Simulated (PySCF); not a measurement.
# H5N2 (hydrazinium(1+)): the cost of one run

Computed with PySCF 2.14.0, with density-fitted response routines of our own, on a single molecule in the gas phase. Atoms are numbered from 0 throughout.

## Step 1: Starting geometry

7 atoms, charge 1, multiplicity 1; geometry from: GFN2-xTB. The atoms were then displaced at random by about 0.01 Å, so the start is not that level's minimum.

Bonds of the start (Å): N0–N1 1.45, N0–H2 1.00, N0–H3 1.00, N1–H4 1.03, N1–H5 1.04, N1–H6 1.03.

## Step 2: Geometry optimisation at PBE0-D3(BJ)/def2-SVP

Job settings and geometry (Å):

```
{"job": {"xc": "PBE0", "basis": "def2-SVP", "d3": "d3bj", "grid": 1, "shake": 0.01, "kind": "geom"}, "charge": 1, "multiplicity": 1}
N      0.836790     0.037380    -0.298000
N     -0.578160     0.010780     0.023700
H      1.304950     0.727660     0.262170
H      1.291680    -0.847560    -0.245400
H     -0.974970     0.952000    -0.140930
H     -0.817300    -0.283210     0.991660
H     -1.029030    -0.626140    -0.643130
```

Run with:

```sh
$ OMP_NUM_THREADS=1 python probes_run.py task.json out
```

One launch serves the whole session: the jobs run in the order shown.

Q: Estimate the wall time and peak memory of this first job on 1 thread of Arm Neoverse V1, shared host.

About 5.2 s, with a peak of 0.27 GiB.
